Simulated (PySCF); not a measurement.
acetylene (C2H2), SMILES C#C. Atoms are numbered in the order given.

```xyz
4

C      0.0000     0.0000     0.5986
C      0.0000     0.0000    -0.5986
H      0.0000     0.0000     1.6635
H      0.0000     0.0000    -1.6635
```

Geometry: PBE0-D3(BJ)/def2-TZVPD.

Calculation: PBE0-D3(BJ)/def2-TZVPD (PySCF).

No scaling factor is applied to the harmonic values.

Modes within 1.5 cm⁻¹ of each other (mostly degenerate sets) share a row, with their intensities summed.

```tsv
mode	ν (cm⁻¹)	IR (km/mol)	Raman (Å⁴/amu)	depolarisation	moving atoms (share of kinetic energy)
1–2	667	0.0	5.5	0.75	H 61 %, C 39 %
3–4	772	196.7	0.0	–	H 92 %
5	2083	0.0	112.1	0.07	C 80 %, H 20 %
6	3426	92.8	0.0	–	H 92 %
7	3527	0.0	51.6	0.27	H 80 %, C 20 %
```
